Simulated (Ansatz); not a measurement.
The parent structure is Cu in the fcc (Cu type) structure (space group Fm-3m, No. 225).

```
CELL_PARAMETERS angstrom
      0.00000     1.78189     1.78189
      1.78189     0.00000     1.78189
      1.78189     1.78189     0.00000
ATOMIC_POSITIONS crystal
  Cu 0.00000 0.00000 0.00000
```

Method: Ansatz (a quantum-chemistry and plane-wave program) PBEsol, no spin-orbit coupling.

One thing is altered: every Cu is replaced by Ag, then cell and atoms are relaxed.

Measured lattice parameter a: Cu 3.595 Å (static lattice; corrected from measurement; as listed in Gábor I. Csonka et al., Physical Review B (2009)); Ag 4.062 Å (static lattice; corrected from measurement; as listed in Daniel Mejia-Rodriguez, S. B. Trickey, Phys. Rev. B (2018)).

### Question
How well does PBEsol reproduce the measured shift?

### Answer
With PBEsol the lattice parameter a moves by +0.491 Å (3.564 → 4.054) against +0.467 Å measured.

No phonon test of stability was made. All final runs are without spin polarisation.
